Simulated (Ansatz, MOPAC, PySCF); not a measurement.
Molecule: cyclopropane, C3H6 (charge 0, singlet). SMILES: C1CC1
Geometry from a B3LYP-D3(BJ)/def2-TZVP (Ansatz, an electronic-structure program) optimisation:
```xyz
9

C      0.0021     0.8680     0.0015
C      0.7506    -0.4358    -0.0075
C     -0.7527    -0.4321     0.0060
H      0.0117     1.4536     0.9108
H     -0.0045     1.4568    -0.9058
H      1.2503    -0.7291    -0.9208
H      1.2665    -0.7323     0.8958
H     -1.2539    -0.7261     0.9183
H     -1.2701    -0.7229    -0.8983
```
Charge 0, spin multiplicity 1.

Quantity: enthalpy of formation at 298 K, in kcal/mol. Conventions: spin-orbit terms left out; 6-311+G** with 5d; six Cartesian d functions in 6-31G* and its kin unless marked 5d; no dispersion term unless named; non-relativistic; open shells spin-unrestricted; valence correlation only. Basis-set limits of correlation are two-point, X^-3; Hartree-Fock from the larger set. The bracket is a focal-point correction in the basis named. First-principles rows: single points at B3LYP-D3(BJ) geometries (Ansatz), with unscaled harmonic terms from B3LYP/6-31G* at its own minima, enthalpies of formation by atomisation with measured atoms. Semi-empirical rows: MOPAC heats of formation at their own minima for 298 K.

Measured values: Active Thermochemical Tables 1.112 (ions: stationary electron), as tabulated in the package chemicals; they hold spin-orbit and core effects, anharmonicity. 

Value to compare with, the measured value: 12.8 kcal/mol.

| level | program | enthalpy of formation at 298 K (kcal/mol) | error |
|---|---|---|---|
| PM3 | MOPAC | 16.2 | 3.4 |
| SVWN5/6-31G* | Ansatz | -103.8 | -116.6 |
| PBE/def2-SVP | Ansatz | -7.1 | -19.9 |
| B3LYP/6-311+G** | Ansatz | 22.2 | 9.4 |
| M06-2X/6-31G* (5d) | PySCF | 9.5 | -3.3 |
| B3PW91/6-31G* (5d) | PySCF | 9.2 | -3.6 |
| PBE/def2-TZVPD | Ansatz | -0.7 | -13.5 |
| B3LYP-D3(BJ)/def2-TZVPD | Ansatz + dftd3 | 13.5 | 0.7 |
| PBE0/def2-TZVPD | Ansatz | 8.4 | -4.4 |
| RI-MP2/CBS(aug-cc-pVTZ,aug-cc-pVQZ)+[CCSD(T)-MP2]/aug-cc-pVTZ | Ansatz | 14.6 | 1.8 |

Among the 6 habitual levels, SVWN5/6-31G* lies farthest from the measured value (-116.6 kcal/mol); 2 of 6 lie above it, and their mean absolute error is 26.0 kcal/mol, the median 6.5. One case shows no general order.

The levels are drawn from those run, B3LYP/6-31G* more often than the rest, none by its result; runs whose electronic state is in doubt are left out.
